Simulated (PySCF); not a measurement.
Estimate the missing entries of this data sheet.

Compound: sulfur difluoride, SF2.
Cartesian coordinates in Å at the PBE0-D3(BJ)/def2-TZVP level; atoms count from 1:
```
atom  x, y, z in Å
F1    -1.197   -0.382    0.002
S2    -0.012    0.679   -0.013
F3     1.215   -0.333   -0.008
```

```json
{"property": "point group", "level": "PBE0-D3(BJ)/def2-TZVP", "value": "?"}
{"property": "rotational constants A, B, C", "level": "PBE0-D3(BJ)/def2-TZVP", "value": "27.080, 9.142, 6.835 GHz"}
{"property": "dipole moment", "level": "CAM-B3LYP/aug-cc-pVTZ", "value": "?"}
{"property": "HOMO energy", "level": "CAM-B3LYP/aug-cc-pVTZ", "value": "-8.78 eV"}
{"property": "LUMO energy", "level": "CAM-B3LYP/aug-cc-pVTZ", "value": "?"}
{"property": "lowest singlet excitation", "level": "TDDFT CAM-B3LYP/aug-cc-pVTZ", "value": "3.42 eV (363 nm, f = 0.000)"}
{"property": "strongest line among the 10 lowest singlet transitions", "level": "TDDFT CAM-B3LYP/aug-cc-pVTZ", "value": "S3 at 6.77 eV (183 nm, f = 0.069)"}
{"property": "lowest triplet excitation (Tamm–Dancoff)", "level": "TDA CAM-B3LYP/aug-cc-pVTZ", "value": "2.57 eV"}
{"property": "static isotropic polarisability", "level": "CAM-B3LYP/aug-cc-pVTZ", "value": "23.5 au"}
{"property": "electronic spatial extent ⟨r²⟩ about the centre of nuclear charge", "level": "CAM-B3LYP/aug-cc-pVTZ", "value": "177 bohr²"}
{"property": "isotropic shieldings of nuclei other than C and H, by class", "level": "GIAO PBE0/pcSseg-2", "value": "356 (F1/F3), -885 (S2) ppm"}
```

Electronic properties: PySCF, gas phase, density fitting. Isolated species at its PBE0-D3(BJ)/def2-TZVP geometry, gas phase.

Q: What is the dipole moment?

A: 1.09 D.

Q: Give the point group.

A: C2v.

Q: Give the LUMO energy.

A: -0.69 eV.

A dipole of 1.09 D is allowed in C2v, and pure rotational transitions are dipole-allowed. With B = h/(8π²I), that is 505.379 GHz u Å² over I, the principal moments of inertia are 18.7, 55.3 and 73.9 u Å² (most abundant isotopes). The polarisability is 3.49 Å³ as a volume (1 au = 0.148185 Å³), or 0.69 au for each of the 34 electrons. The largest Löwdin shares of the HOMO are 0.71 on S2, 0.14 on F3 and 0.14 on F1.
